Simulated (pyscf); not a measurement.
## Four-centre exchange: Cl–Ge(Cl)(Cl)–Cl + ammonia (NH₃) → hydrogen chloride (HCl) + H₂N–Ge(Cl)(Cl)–Cl

Gas phase, singlet surface, charge 0. Bonds broken: Cl1–Ge2, N6–H7. Bonds formed: Cl1–H7, Ge2–N6. Optimised with ωB97X-D3(BJ)/def2-SVP in PySCF.

Transition state (Å):

```xyz
9

Cl    -2.1692    -1.2118     0.0247
Ge     0.2499     0.3745    -0.3519
Cl     1.9378     1.6814    -0.0703
Cl    -0.9054     1.3561    -1.8143
Cl     1.1271    -1.4954    -0.7655
N     -0.5166     0.4677     1.3915
H     -1.4391    -0.2935     1.1078
H      0.1243     0.1206     2.1099
H     -0.8010     1.4204     1.6340
```

One imaginary mode, 613i cm⁻¹; descent along it reached the two sides named, in the forms told below.

```json
[
 {"bond": "Cl1–Ge2", "change": "breaks", "reactant side (Å)": "2.240", "saddle": "2.9", "product side": "3.8"},
 {"bond": "N6–H7", "change": "breaks", "reactant side (Å)": "1.024", "saddle": "1.229", "product side": "1.924"},
 {"bond": "Cl1–H7", "change": "forms", "reactant side (Å)": "2.504", "saddle": "1.597", "product side": "1.305"},
 {"bond": "Ge2–N6", "change": "forms", "reactant side (Å)": "2.079", "saddle": "1.907", "product side": "1.820"}
]
```

Electronic energies relative to the separated reactants (kcal/mol):

```
level                   barrier  reaction energy  reverse barrier
----------------------  -------  ---------------  ---------------
ωB97X-D3(BJ)/def2-TZVP     17.4            +11.9              5.5
PBE/def2-TZVP              15.5            +11.7              3.8
r²SCAN/def2-TZVP           15.2            +11.3              4.0
B3LYP-D3(BJ)/def2-TZVP     16.5            +11.4              5.1
PBE0-D3(BJ)/def2-TZVP      14.8            +11.3              3.5
M06-2X/def2-TZVP           16.0            +10.1              6.0
ωB97M-D3(BJ)/def2-TZVP     17.6            +10.4              7.2
HF/def2-TZVP               31.9            +10.1             21.8
```

With ωB97M-D3(BJ)/def2-TZVP energies and thermal terms (ideal gas, 1 atm, RRHO with modes under 100 cm⁻¹ raised to 100, one conformer, R ln 2 for chiral ones without a mode under 150 cm⁻¹), in kcal/mol:

```
T (K)   ΔH‡   ΔG‡     ΔH    ΔG
-----  ----  ----  -----  ----
298    15.7  25.2   +8.5  +7.0
600    16.0  34.9   +9.2  +5.3
900    16.8  44.1   +9.8  +3.2
1200   17.6  53.1  +10.3  +0.9
```

On the reactant side the descent ends in an adduct with a Ge–N contact, 1.6 kcal/mol over the separated species and 15.8 kcal/mol under the saddle at ωB97X-D3(BJ)/def2-TZVP. On the product side the descent ends in a complex, 5.7 kcal/mol under the separated species and 11.3 kcal/mol under the saddle at ωB97X-D3(BJ)/def2-TZVP. What is counted as formed (Ge–N) is already present as a longer contact in the reactant adduct; forming that adduct is a step of its own. This is the saddle that the search found; another between the same sides may lie lower. Elements up to Kr have no core potential and no relativistic terms here.
